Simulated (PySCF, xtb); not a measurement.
BCl3, SMILES ClB(Cl)Cl.

Harmonic wavenumbers (cm⁻¹) from GFN2-xTB in xtb at its own minimum, in rising order: 223, 223, 370, 425, 723, 724.

Task: What does TPSSh-D3(BJ)/def2-SVP (PySCF) give at its own minimum? (An estimate is asked for; the answer gives what the named calculation found.)

Result: 251, 251, 447, 469, 976, 976. Paired by order, the mean absolute difference is 114 cm⁻¹ and the zero-point energies are 3.8 and 4.8 kcal/mol.
